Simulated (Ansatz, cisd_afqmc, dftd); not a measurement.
Reaction: OF2 (SMILES FOF) → F (doublet) + OF (SMILES [O]F, doublet) (the F-O bond breaks)
Each species at its own B3LYP-D3(BJ)/def2-TZVP minimum (Ansatz, a first-principles code).

Wanted: bond dissociation energy (electronic), in kJ/mol. Radicals and triplets start from unrestricted determinants; spin-orbit coupling is neglected. Correlated methods leave the cores frozen. Rows without X2C or -DK are non-relativistic. AFQMC/CISD: phaseless, guided by CISD from CCSD amplitudes; bars are statistical, one sigma. Outlying blocks are dropped, and bars are widened where a walk drifts. Over all cases where full CI ran beside it in this data, AFQMC minus full CI had a median of +0.1 mEh and passed +0.4 mEh in a tenth of the cases. CBS(X,Y): correlation extrapolated as X^-3, Hartree-Fock from the larger set (Q,5: extrapolated as (X+1)exp(-9√X)). A bracket is a step between two methods taken in the basis named. The functionals are non-relativistic, so their misses hold any scalar relativity. Double hybrids freeze cores in their MP2 part. '+ core + X2C': CCSD(T) terms for core correlation (cc-pwCVTZ) and scalar relativity (cc-pVTZ-DK). The restricted determinant of F2O (FOF, singlet) is unstable towards broken spin symmetry in at least one set run.

```csv
level,program,bond dissociation energy (kJ/mol),difference against the last row
HF/cc-pVQZ,Ansatz,-104.2,-275.9
PBE-D3(BJ)/def2-TZVPD,Ansatz + dftd3,215.7,44.0
r2SCAN-D3(BJ)/def2-TZVPD,Ansatz + dftd3,173.0,1.3
r2SCAN-D4/def2-TZVPD,Ansatz + dftd4,173.1,1.4
PBE0-D4/def2-TZVPD,Ansatz + dftd4,156.6,-15.1
PBE0/def2-TZVPD,Ansatz,155.8,-15.9
wB97M-V/def2-TZVPD,Ansatz,166.7,-5.0
B2GP-PLYP-D4/def2-TZVPD,Ansatz + dftd4,150.8,-20.9
"MP2/CBS(cc-pVTZ,cc-pVQZ)",Ansatz,206.7,35.0
CCSD(T)/cc-pVQZ,Ansatz,162.9,-8.8
"CCSD(T)/CBS(cc-pVTZ,cc-pVQZ) + core + X2C",Ansatz,168.9,-2.8
CCSDT(Q)/cc-pVTZ,Ansatz,154.9,-16.8
"CCSD(T)/CBS(cc-pVQZ,cc-pV5Z) + [CCSDT(Q) - CCSD(T)]/cc-pVDZ + core + X2C",Ansatz,173.0,1.3
"CCSD(T)/CBS(cc-pVQZ,cc-pV5Z) + [AFQMC/CISD - CCSD(T)]/cc-pVTZ + core + X2C",Ansatz + cisd_afqmc,171.8 ± 1.5,0.1
"CCSD(T)/CBS(cc-pVQZ,cc-pV5Z) + [CCSDT(Q) - CCSD(T)]/cc-pVTZ + core + X2C",Ansatz,171.7,0.0
```
